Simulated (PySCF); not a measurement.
Isomers of C5H14N2, from PBE0-D3(BJ)/def2-SVP geometry optimisation, gas phase (PySCF). One conformer each, no zero-point energy, no frequencies.

**Question.** Which is lower in electronic energy at this level?
A. `[CH3:1][CH2:2][N:3]([CH3:4])[CH2:5][CH2:6][NH2:7]` with C1–C2–N3–C4 -67°, C2–N3–C5–C6 -156°, N3–C5–C6–N7 56°, C5–C6–N7–H 66° and -47°: A = 4378, B = 1429, C = 1339 MHz, dipole 1.83 D
B. `[CH3:1][N:2]([CH3:3])[CH2:4][N:5]([CH3:6])[CH3:7]` with C1–N2–C4–N5 66°, N2–C4–N5–C6 -164°: A = 4575, B = 1513, C = 1492 MHz, dipole 0.56 D

**Answer.** A. That is `CCN(C)CCN`, 6.5 kcal/mol below the other.

```json
{"SMILES": "CCN(C)CCN", "mapped SMILES": "[CH3:1][CH2:2][N:3]([CH3:4])[CH2:5][CH2:6][NH2:7]", "E (Eh)": "-307.86784", "relative (kcal/mol)": "0.0", "relative (kJ/mol)": "0.0", "dipole (D)": "1.83"}
{"SMILES": "CN(C)CN(C)C", "mapped SMILES": "[CH3:1][N:2]([CH3:3])[CH2:4][N:5]([CH3:6])[CH3:7]", "E (Eh)": "-307.85745", "relative (kcal/mol)": "6.5", "relative (kJ/mol)": "27.3", "dipole (D)": "0.56"}
```

As drawn, the lower has an N–H bond, which the higher lacks.
